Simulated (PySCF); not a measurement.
# Peak assignment

Structure with atom numbers: `[CH3:1]/[CH:2]=[C:3](\[CH3:4])[CH2:5][F:6]`; H(Xn) means a hydrogen on atom n.

Theoretical values (PySCF 2.14): PBE0-D3(BJ)/def2-SVP geometry, J: B3LYP/pcJ-1 (spin–dipole term only in couplings to heteroatoms), shielding tensors at HF/pcSseg-2 (GIAO). No solvent model, rapidly exchanging positions averaged, a single conformation, non-relativistic Hamiltonian.

References, each an isolated molecule treated in the same way: TMS for 13C and 1H.

(1) Assign these signals to the numbered atoms. 13C{1H} NMR (computed): δ 139.4 (d, J = 9.5 Hz), 128.0 (d, J = 17.2 Hz), 79.2 (d, J = 242.6 Hz), 13.8, 11.7 (d, J = 1.8 Hz).

(2) Assign these signals to the numbered atoms. 1H NMR (400 MHz, computed): δ 6.03 (m, 1H), 4.34 (d of quint of q, J = 54.4, 3.0, 1.5 Hz, 2H), 1.76 (dtq, J = 8.4, 3.0, 1.5 Hz, 3H), 1.60 (d of d of sext, J = 2.1, 1.8, 1.5 Hz, 3H).

Results:

(1) 
```tsv
δ (ppm)	atoms	environment	reason
139.4	C3	fully substituted alkene carbon	an sp2 carbon of a C=C bond
128.0	C2	alkene CH	an sp2 carbon of a C=C bond
79.2	C5	allylic sp3 CH2 bonded to F	pulled downfield by the heteroatom
13.8	C1	allylic methyl carbon	saturated and bonded to C and H only
11.7	C4	allylic methyl carbon	–
```

(2) 
6.03 → H(C2), hydrogen on an alkene CH: attached to an sp2 carbon and in the plane of the double bond
4.34 → H(C5), hydrogen on an allylic sp3 CH2 bonded to F: its carbon carries F, which withdraws density
1.76 → H(C1), hydrogen on an allylic methyl carbon: allylic position
1.60 → H(C4), hydrogen on an allylic methyl carbon

C–F couplings over four or more bonds (about 3 Hz to the para carbon of a fluoroarene) are left out. Common functionals overestimate the size of one-bond C–F couplings by tens of Hz; these are unscaled. Multiplet labels drop couplings under 1 Hz and merge nearly equal ones. Unscaled 3J(H,H) at this level run about 10 % above measured values. Shifts are as computed, not scaled to solution data. Of 1211 compounds with measured shifts, 218 miss one by over three times the rms of a fit or turn the order of signals round; such compounds aren't used in these exercises.
